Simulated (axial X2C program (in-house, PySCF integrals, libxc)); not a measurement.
**Nuclear properties of BOH⁺**

Calculated with an in-house all-electron X2C program for linear molecules (integrals from PySCF): two-component X2C with atomic mean-field Coulomb and Gaunt terms, Gaussian nuclei, basis B dyall-v3z, O dyall-av3z, H dyall-v3z with contracted cores.

B–O–H held linear, with bonds 1.213 and 0.969 Å (near the PBE0 minimum at charge 1 of the determinant lowest at the starting distance; the state shown can have its own minimum elsewhere, held linear; other orders of the atoms were not compared).

Input and command:
```json
{"zs": [5, 8, 1], "q": 1, "bas": ["dyall-v3z", "dyall-av3z", "dyall-v3z"], "r0": [1.48, 0.96], "symm": 0, "scan": ["PBE0", "HF", "B3LYP"], "levels": ["PBE0", "HF", "B3LYP"], "nst": 2}
```
```bash
python solin.py task.json out
```

Keys: zs atomic numbers; q charge; bas basis sets; r0 starting distance in Å; symm equal bonds; scan levels of the two-bond scan; levels methods; nst determinants followed.

Determinant lowest in the PBE0 search, Ω = 1/2 (⟨Sz⟩ = 0.50, ⟨Lz⟩ = 0.00 at PBE0), spin on the atoms B 0.53, O -0.03, H 0.00:

```tsv
level	Eeff magnitude (GV/cm)	Ws magnitude B (kHz)	Ws magnitude O (kHz)	A∥/gI B (MHz)	qzz B (a.u.)	A∥/gI O (MHz)	qzz O (a.u.)	A∥/gI H (MHz)	qzz H (a.u.)
PBE0	0.0171	0.00901	0.00522	911	-0.37	145	1.09	3.97	0.41
HF	0.0166	0.00922	0.00459	911	-0.44	101	1.11	3.93	0.40
B3LYP	0.0178	0.00941	0.00536	942	-0.38	147	1.08	4.08	0.41
```

Eeff is the effective electric field on the electron electric dipole moment in this Ω state and Ws the scalar–pseudoscalar constant of the nucleus named (defined with the proton number Z and per Ω); A∥ (defined per Ω) follows by multiplying with gI = μI/(I μN); qzz is the electric field gradient, eQq0 = 234.96 MHz × Q/barn × qzz. The operators were transformed with the bare-nucleus X2C matrices; with these basis sets, hyperfine constants and field gradients can be off by tens of per cent, and where levels differ in sign neither size nor sign is settled.

With gI(11B) = 1.7924, Q(11B) = 0.04059 barn, gI(17O) = -0.7575, Q(17O) = -0.02558 barn, gI(1H) = 5.5857 (g factors from the IAEA table of nuclear moments by Stone; Q from Pyykkö, Mol. Phys. 2018), turn the PBE0 values of the first state into constants in MHz.

A∥(11B) = 911 × 1.7924 = 1630 MHz; eQq0(11B) = 234.96 × (0.04059) × (-0.37) = -3.53 MHz; A∥(17O) = 145 × -0.7575 = -110 MHz; eQq0(17O) = 234.96 × (-0.02558) × (1.09) = -6.55 MHz; A∥(1H) = 3.97 × 5.5857 = 22.2 MHz.

The molecule was held linear; bending was not examined, so a bent shape may lie lower.

Each state is one determinant with collinear spin. Unrestricted Hartree–Fock can overshoot spin polarisation at the nuclei. The search compared states at one distance, so a state with another bond length can lie lower.
